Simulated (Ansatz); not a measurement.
Species: acetamide, C$_{2}$H$_{5}$NO, charge 0, multiplicity 1. 
Geometry from a B3LYP-D3(BJ)/def2-TZVP (Ansatz, a program for electronic structure) optimisation:
SMILES: CC(N)=O
```xyz
9

O      0.4073     1.2798     0.2946
C      0.0816     0.1387     0.0326
N      0.9986    -0.8468    -0.1812
C     -1.3711    -0.2792    -0.0780
H      0.7349    -1.7900    -0.3981
H     -1.8457     0.3222    -0.8532
H     -1.5079    -1.3352    -0.3102
H     -1.8688    -0.0520     0.8647
H      1.9753    -0.6128    -0.1189
```

Basis-set convergence of Hartree-Fock and MP2 correlation energies (hartree) with Ansatz. Valence correlation only, unless marked. Spin-orbit coupling is left out. No relativistic terms.

```json
[
 {"basis": "cc-pVDZ", "functions": "-", "E(HF)": "-207.99578", "E(corr, MP2)": "-0.62284"},
 {"basis": "cc-pVTZ", "functions": "190", "E(HF)": "[?]", "E(corr, MP2)": "[?]"}
]
```

### Question
Complete the blanks.

### Answer

- cc-pVTZ, E(HF): -208.05966
- cc-pVTZ, E(corr, MP2): -0.77611
